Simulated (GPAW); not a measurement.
# UPBE/dzp (scalar-relativistic datasets, stop tolerance 0.01 eV) run of CH5SSi (SMILES C[SiH2][S])

We compute a convergence series of CH5SSi. The job is set up through an ASE script.

Program for the calculation: GPAW 26.7.0.

1 further run of the same task is left out (set aside as unsound or not needed).

### 1 Starting point

The species is CH5SSi (8 atoms), meant as a doublet with charge 0. SMILES: `C[SiH2][S]`. Geometry: relaxed at PBE0-D4/def2-TZVP.

Bond lengths: C1–Si2 1.864 Å, Si2–S3 2.125 Å, C1–H4 1.094 Å, C1–H5 1.092 Å, C1–H6 1.092 Å, Si2–H7 1.492 Å, Si2–H8 1.488 Å. Some angles: C1–Si2–S3 114.0°, C1–Si2–H7 111.2°, C1–Si2–H8 110.4°, S3–Si2–H7 102.4°, S3–Si2–H8 109.7°, Si2–C1–H4 110.2°, Si2–C1–H5 110.7°, Si2–C1–H6 110.7°, H7–Si2–H8 108.8°, H4–C1–H5 108.7°.

### 2 A convergence series at UPBE/dzp (scalar-relativistic datasets, stop tolerance 0.01 eV)

File conv.py:

```python
import numpy as np
from ase import Atoms
from ase.units import Bohr, Debye
from gpaw import GPAW

positions_bohr = np.array(
              [[ -1.131379,   1.508190,  -0.402512],
               [  0.808047,  -1.378366,   0.158548],
               [  3.571960,  -0.952611,   3.040947],
               [ -2.455510,   1.187504,  -1.956433],
               [  0.072754,   3.113135,  -0.881368],
               [ -2.220995,   1.994417,   1.281423],
               [  2.378220,  -2.008779,  -2.097029],
               [ -0.848676,  -3.571771,   0.750788]])
atoms = Atoms('CSiSHHHHH', positions=positions_bohr * Bohr)
atoms.set_initial_magnetic_moments([0.333333, 0.333333, 0.333333, 0.0, 0.0, 0.0, 0.0, 0.0])

energies, dipoles, levels = [], [], []
for vacuum in [2.0, 2.5, 3.0, 3.5, 4.0, 5.0]:
    atoms.center(vacuum=vacuum)
    dft = GPAW(mode='lcao',
               basis='dzp',
               h=0.18,
               xc='PBE',
               occupations={'name': 'fermi-dirac', 'width': 0.0, 'fixmagmom': True},
               maxiter=150,
               symmetry='off',
               txt=None)
    atoms.calc = dft
    energies.append(atoms.get_potential_energy())
    dipoles.append(np.linalg.norm(atoms.get_dipole_moment()) / Debye)
    levels.append(dft.get_homo_lumo())
    print(f'vacuum = {vacuum}: E = {energies[-1]:.4f} eV, dipole = {dipoles[-1]:.3f} D, HOMO = {levels[-1][0]:.3f} eV, {dft.get_number_of_iterations()} iterations')
    settled = len(levels) > 1 and abs(levels[-1][0] - levels[-2][0]) < 0.01
    if settled:
        print(f'HOMO settled to 0.01 eV at vacuum = {vacuum}')
        break
else:
    print('Not settled within the values tried')
```

On the command line:

```console
$ python conv.py
```

Log:

```text
vacuum = 2.0: E = -34.1829 eV, dipole = 1.449 D, HOMO = -5.571 eV, 12 iterations
vacuum = 2.5: E = -34.2656 eV, dipole = 1.665 D, HOMO = -5.623 eV, 12 iterations
vacuum = 3.0: E = -34.2627 eV, dipole = 1.643 D, HOMO = -5.615 eV, 12 iterations
HOMO settled to 0.01 eV at vacuum = 3.0
```

Run time: 26 s. Hardware: 1 thread of Arm Neoverse V2, shared host; peak memory 0.61 GiB.
